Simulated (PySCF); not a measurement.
**Argon: highly charged ions in a basis for the neutral atom**

Ar(9+) [He] 2s2 2p5, Ar(10+) [He] 2s2 2p4. All numbers are calculated (PySCF 2.14, scalar relativity by spin-free X2C-1e, in x2c-SVPall (4s3p1d, 18 functions)). No spin-orbit coupling, so a gap to NIST mixes the basis error with missing relativistic terms.

Changed run: basis of the neutral atom used for a highly charged ion. This setting is unsound on purpose.

```json
{"species": "Ar(9+)", "method": "UHF", "sound run (hartree)": "not run", "changed run (hartree)": "-491.99037", "converged": "yes"}
{"species": "Ar(9+)", "method": "M06-L", "sound run (hartree)": "not run", "changed run (hartree)": "-492.41120", "converged": "yes"}
{"species": "Ar(9+)", "method": "B3LYP", "sound run (hartree)": "not run", "changed run (hartree)": "-492.30848", "converged": "yes"}
{"species": "Ar(10+)", "method": "UHF", "sound run (hartree)": "not run", "changed run (hartree)": "-474.23961", "converged": "yes"}
{"species": "Ar(10+)", "method": "M06-L", "sound run (hartree)": "not run", "changed run (hartree)": "-474.59138", "converged": "yes"}
{"species": "Ar(10+)", "method": "B3LYP", "sound run (hartree)": "not run", "changed run (hartree)": "-474.48738", "converged": "yes"}
```

Ionisation energy of Ar(9+):

```tsv
method	changed run (eV)	NIST (eV)
UHF	483.02	479.76 ± 0.12
M06-L	484.90	479.76 ± 0.12
B3LYP	484.94	479.76 ± 0.12
```

The contracted functions were made for the neutral atom and can be too rigid for a highly charged ion.
